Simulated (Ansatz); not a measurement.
# H2O (singlet): wave-function methods side by side at distance O1–H2 = 2.626 Å, 6-31G

Aim: climb from Hartree-Fock through coupled cluster and multireference methods for H2O (singlet) at one geometry and basis, and see what each rung misses.

Computed with Ansatz 0.2.0, Gaussian basis. Level: 6-31G, core rule «outside noble gas», up to 1 orbitals frozen.

To be run: UHF; CCSD(T) on RHF; CCSD(T) on UHF; BCCD(T) on RHF; CISD; CCSDT(Q) on RHF; CCSDT(Q) on UHF; CISDTQ; CCSDTQ on RHF; CCSDTQ on UHF; CASSCF and MRCISD+Q, 2 electrons in 2 orbitals; CASSCF and NEVPT2, 2 electrons in 2 orbitals; CASSCF and MRCISD+Q, 8 electrons in 6 orbitals; CASSCF and NEVPT4(SD), 8 electrons in 6 orbitals; CASSCF and NEVPT2, 8 electrons in 6 orbitals; Full CI.

28 further runs of the same task are left out: 1 for a mislabelled method, 21 that didn't finish, 6 set aside as unsound or not needed.

## Step 1: What is computed

The geometry derives from a PBE0/def2-TZVP stationary point (not a proven minimum). One bond is set to the value named and the two fragments are kept rigid.

3 atoms, charge 0, spin multiplicity 1.

Atoms are counted from 1 here; the program's logs count them from 0.

Bond lengths: O1–H3 0.960 Å.

## Step 2: UHF

Contents of in.yaml:

```yaml
crystal:
  periodic: [false, false, false]
  atoms:
    - {symbol: O, position_ang: [0.000000, -0.122039, 0.074000]}
    - {symbol: H, position_ang: [0.000000, 1.475483, -2.010178]}
    - {symbol: H, position_ang: [0.000000, 0.461689, 0.835550]}
basis:
  gaussian: {orbitals: 6-31G}
magnetization: {spin_polarized: true, initial_magnetization: 0}
hamiltonian: {xc: hf}
output: {orbitals: {seedname: orbitals}}
```

On the command line:

```console
> ansatz run in.yaml --threads 1 --pin off --events-out ev --progress --plain --max-ram 2393MiB
```

Further steps of the session: CCSD(T) on RHF; CCSD(T) on UHF; BCCD(T) on RHF; CISD; CCSDT(Q) on RHF; CCSDT(Q) on UHF; CISDTQ; CCSDTQ on RHF; CCSDTQ on UHF; CASSCF and MRCISD+Q, 2 electrons in 2 orbitals; CASSCF and NEVPT2, 2 electrons in 2 orbitals; CASSCF and MRCISD+Q, 8 electrons in 6 orbitals; CASSCF and NEVPT4(SD), 8 electrons in 6 orbitals; CASSCF and NEVPT2, 8 electrons in 6 orbitals; Full CI.

Q: Predict the results of all the runs planned. Wanted: FCI below the RHF energy; RMP2 from FCI; UMP2 from FCI; RCCSD from FCI; RCCSD(T) from FCI; UCCSD(T) from FCI; RCCSDT(Q) from FCI; UCCSDT(Q) from FCI; NEVPT2 pair from FCI.

As calculated:

```
                         quantity                                                                                            value
         FCI below the RHF energy                                                                                       -7.7586 eV
                    RMP2 from FCI                                                                                      +1466.0 meV
                    UMP2 from FCI                                                                                       +356.7 meV
                   RCCSD from FCI                                                                                       +301.5 meV
                RCCSD(T) from FCI                                                                                       -121.8 meV
                UCCSD(T) from FCI                                                                                        +65.0 meV
               RCCSDT(Q) from FCI                                                                                        -15.0 meV
               UCCSDT(Q) from FCI                                                                                         -1.0 meV
             NEVPT2 pair from FCI                                                                                       +295.4 meV
           MRCISD+Q pair from FCI                                                                                        +13.9 meV
          NEVPT2 valence from FCI                                                                                       +352.9 meV
levels within 1 kcal/mol (43 meV)  RCCSDT, UCCSDT, CISDTQ, RCCSDT(Q), UCCSDT(Q), RCCSDTQ, UCCSDTQ, MRCISD+Q pair, MRCISD+Q valence
                    T1 diagnostic                                                                                            0.043
   effectively unpaired electrons                                                                                             1.77
```

What this shows: RCCSD(T) lands -121.8 meV from the yardstick (1.6 % of the correlation energy). CCSD(T) misses by -121.8 meV on the restricted determinant and by +65.0 meV on the unrestricted one; the two need not hold the same state or core. RCCSD(T), BCCD(T), RCCSDT(Q) fall below full CI, which methods that aren't variational can do. The occupations show strong static correlation (1.8 unpaired electrons where one determinant has 0). Coupled cluster on one determinant still stays close here. Of the multireference levels listed MRCISD+Q pair comes nearest in total energy (+13.9 meV), which doesn't show that its space is the better one. These misses are within one basis, not against nature.
